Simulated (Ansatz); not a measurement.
Input file:

```yaml
crystal:
  periodic: [false, false, false]
  atoms:
    - {symbol: Si, position_ang: [0.000000, 0.000000, 0.000000]}
    - {symbol: As, position_ang: [0.000000, 0.000000, 2.289000]}
basis:
  gaussian: {orbitals: aug-cc-pVDZ}
magnetization: {spin_polarized: false, initial_magnetization: 1}
correlation: {method: ccsd_t, electrons: valence}
accuracy: high
output: {forces: true}
```

```sh
$ ansatz run in.yaml --threads 1 --pin off --events-out ev --progress --plain --max-ram 2393MiB
```

The program prints:

```
1102 factors; integrals over basis functions are off by at most 4.5e-9 eV
mean field evaluation 1: about -68653.4029 eV, gradient 1.2e1 eV
mean field evaluation 2: about -68653.5293 eV, gradient 1.2e1 eV
mean field evaluation 4: about -68654.5434 eV, gradient 1.1e0 eV
mean field evaluation 8: about -68654.5603 eV, gradient 9.7e-2 eV
mean field evaluation 16: about -68654.5606 eV, gradient 7.8e-3 eV
mean field evaluation 32: about -68654.5606 eV, gradient 8.2e-7 eV
mean field evaluation 64: about -68655.6175 eV, gradient 2.6e-8 eV
mean field evaluation 96: about -68654.5606 eV, gradient 3.9e-8 eV
mean field evaluation 128: about -68655.6155 eV, gradient 5.1e-1 eV
mean field evaluation 160: about -68655.6064 eV, gradient 5.1e-1 eV
...
mean field -68655.61749475 eV, -2523.0474064829 hartree, gradient 1.6e-8 eV, S^2 0.750000; 13 other end points of the search recorded, 0 dependent functions left out
...
determinant -68655.61749475 eV, -2523.0474064829 hartree, with singles and doubles -68661.46937074 eV, -2523.2624589594 hartree
determinant -68654.56064670 eV, -2523.0085680338 hartree, with singles and doubles -68661.01447128 eV, -2523.2457417124 hartree
determinant -68652.87386194 eV, -2522.9465798371 hartree, with singles and doubles -68658.34981739 eV, -2523.1478174881 hartree
determinant -68652.20683547 eV, -2522.9220670666 hartree, with singles and doubles -68658.41669028 eV, -2523.1502750215 hartree
determinant -68655.61749475 eV, -2523.0474064829 hartree, with singles and doubles -68661.46916048 eV, -2523.2624512321 hartree
determinant -68654.56064670 eV, -2523.0085680338 hartree, with singles and doubles -68661.01182845 eV, -2523.2456445903 hartree
determinant -68655.49176184 eV, -2523.0427858839 hartree, with singles and doubles -68661.47247272 eV, -2523.2625729549 hartree
determinant -68655.49176184 eV, -2523.0427858839 hartree, with singles and doubles -68661.47307617 eV, -2523.2625951312 hartree
unrestricted determinant -68655.98615333 eV, -2523.0609544362 hartree, S^2 1.3728
14 core orbitals not correlated: weight in the atoms' cores, before any rotation towards them, 1.000 or more for the frozen orbitals, at most 0.000 for the correlated occupied ones
reference -68655.61749475 eV, -2523.0474064829 hartree; 10, 9 occupied and 39, 40 virtual orbitals, 1102 factors
second order -5.10862452 eV of doubles, -0.04612485 eV of singles
...
cycle  26  -5.85166545 eV  change   2.9e-11 eV  update   9.3e-9
cycle  27  -5.85166545 eV  change   -1.5e-9 eV  update   7.9e-9
cycle  28  -5.85166545 eV  change  -8.0e-10 eV  update   6.4e-9
cycle  29  -5.85166545 eV  change   6.4e-10 eV  update   5.7e-9
cycle  30  -5.85166545 eV  change   6.1e-10 eV  update   5.2e-9
cycle  31  -5.85166545 eV  change   5.9e-10 eV  update   4.8e-9
cycle  32  -5.85166545 eV  change   7.9e-10 eV  update   4.4e-9
cycle  33  -5.85166545 eV  change  -3.9e-10 eV  update   3.8e-9
cycle  34  -5.85166545 eV  change   5.3e-10 eV  update   2.7e-9
cycle  35  -5.85166545 eV  change  -7.3e-10 eV  update   1.7e-9
perturbative correction -0.34417647 eV, -0.0126482519 hartree
the calculation of the forces begins
Total energy: -68661.81333666 eV, -2523.2750994736 hartree
Atom 0 at     0.000000     0.000000     0.000000 Å, force    -0.000000    -0.000000     0.901898 eV/Å
Atom 1 at     0.000000     0.000000     2.289000 Å, force     0.000000     0.000000    -0.901898 eV/Å
Dipole moment:     0.000000    -0.000000    -0.143667 e Å
```

Forces (eV/Å):
```
Si   0.000  0.000  0.902
As   0.000  0.000 -0.902
```

Ran on 1 thread of Arm Neoverse V1, shared host: 84 s wall, 0.4 GiB peak host memory.
